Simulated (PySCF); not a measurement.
**MgO⁻ at B97-3**

Computed with B97-3; Mg aug-cc-pVDZ-DK, O aug-cc-pVDZ-DK; spin-free X2C with a Gaussian nucleus (PySCF 2.14).

| Item | Value |
| --- | --- |
| state | ²Σ⁺ (doublet), unpaired electrons σ ↑ |
| bond length | 1.813 Å |
| harmonic wavenumber | 680 cm⁻¹ |
| force constant | 2.61 mdyn/Å |
| rotational constant Be | 0.5342 cm⁻¹ |
| anharmonicity ωexe | 8.45 cm⁻¹ |
| vibration–rotation constant αe | 0.00716 cm⁻¹ |
| well depth De to Mg + O⁻ | 234 kJ/mol |
| dissociation energy D0 | 230 kJ/mol |
| bond order (Mayer) | 1.17 |
| dipole moment (positive dipole points towards O; it is taken about the centre of mass and depends on that origin) | -1.61 D |

For an ion De counts to the pair picked by the measured ionisation energies or electron affinities, which need not be the lowest pair at this level. The state is the lowest determinant that a PBE0 search found; another state may lie lower at other levels.
